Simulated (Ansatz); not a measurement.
System: 1T (CdI2-type) TiTe2. Method: r²SCAN (Ansatz, a program for electronic structure, plane waves, PAW).

Run with plane-wave cutoff 560 eV, 18×18×10 k mesh (along the axes of the cell as run), Fermi–Dirac smearing 0.05 eV, no spin polarisation, scalar-relativistic PAW data made under PBE.

Energies at three volumes about the minimum:

```json
[
 {"V (Å³/atom)": "28.203", "E − E_lowest (meV/atom)": "0.62"},
 {"V (Å³/atom)": "28.779", "E − E_lowest (meV/atom)": "0.00"},
 {"V (Å³/atom)": "29.354", "E − E_lowest (meV/atom)": "0.47"}
]
```

**Question.** Fit a parabola by hand: where is the minimum, and what is the bulk modulus?

**Answer.** Slopes: (0.00 − 0.62)/(28.779 − 28.203) = -1.076 and (0.47 − 0.00)/(29.354 − 28.779) = 0.817 meV/Å³. Curvature E″ = 2 × (0.817 − (-1.076))/(29.354 − 28.203) = 3.289 meV/Å⁶. From the middle of the first interval, the slope vanishes at V0 = 28.4910 − (-1.076)/3.289 = 28.818 Å³/atom. B = V0 E″ = 28.818 × 3.289 meV/Å³ × 0.1602 GPa per meV/Å³ = 15.2 GPa. The full Birch–Murnaghan fit to all volumes gives V0 = 28.795 Å³/atom and B0 = 15.0 GPa.

Shape and atoms are relaxed at each volume.

Measured, for comparison: equilibrium volume per atom 26.76 Å³/atom (temperature not stated, not corrected to a static lattice, from a published cell, temperature and pressure not stated; as tabulated in Journal of Solid State Chemistry 39, 230 (1981)). Computed less measured: equilibrium volume per atom +7.6 %.

Note: the cell comes from a level without a dispersion term, which matters for the spacing of layers, chains or molecules; the volume lies 8 % above that of the published cell.
